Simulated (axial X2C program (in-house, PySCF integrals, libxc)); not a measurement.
**Linear BOB at several levels**

An exercise on one series of results from a longer session: the logs are not shown, and one member is left open.

The runs use an in-house X2C program for linear molecules on PySCF integrals; all-electron X2C, two-component (2c) or spin-free, B dyall-v3z, O dyall-av3z.

All values are calculated.

1 further run of the same task is left out (set aside as unsound or not needed).

The first run:

task.json reads:

```json
{
 "zs": [
  5,
  8,
  5
 ],
 "q": 0,
 "bas": [
  "dyall-v3z",
  "dyall-av3z",
  "dyall-v3z"
 ],
 "r0": [
  1.48,
  1.48
 ],
 "symm": 1,
 "scan": [
  "PBE0",
  "HF",
  "PBE"
 ],
 "levels": [
  "PBE0",
  "HF",
  "r2SCAN"
 ],
 "nst": 2
}
```

Keys: zs atomic numbers; q charge; bas basis sets; r0 starting distance in Å; symm equal bonds; scan levels of the two-bond scan (MP2 follows by itself at each HF point); levels methods; nst determinants followed.

The run is started by

```bash
python solin.py task.json out
```

Masses B 11.009, O 15.995, B 11.009 u.

Steps of the session up to this table: Scan at PBE0, 2c; Scan at HF, 2c; Scan at PBE, 2c.

One table of the session follows, with a row left open; its other results are not shown here.

| level | r(B–O) (Å) | r(O–B) (Å) | lower stretch (cm⁻¹) | upper stretch (cm⁻¹) |
| --- | --- | --- | --- | --- |
| PBE0, 2c | 1.319 | 1.319 | 1057.3 | 1490.6 |
| HF, 2c | 1.304 | 1.304 | 1121.4 | 1571.2 |
| PBE, 2c | 1.332 | 1.332 | 1011.2 | 1428.2 |
| MP2, 2c | 1.329 | 1.329 | 1038.0 | 1464.9 |
| PBE0, spin-free | 1.319 | 1.319 | 1057.2 | 1490.2 |
| HF, spin-free | 1.304 | 1.304 | 1121.3 | 1570.8 |
| PBE, spin-free | ? | ? | ? | ? |
| MP2, spin-free | 1.329 | 1.329 | 1037.9 | 1464.6 |

**Question.** Estimate the row for PBE, spin-free.

The run gave: r(B–O) (Å): 1.332; r(O–B) (Å): 1.332; lower stretch (cm⁻¹): 1011.1; upper stretch (cm⁻¹): 1427.8.

Scans not shown above were run alike.

MP2 freezes inner shells (threshold -2 hartree). The molecule was held linear; bending was not examined, so a bent shape may lie lower.
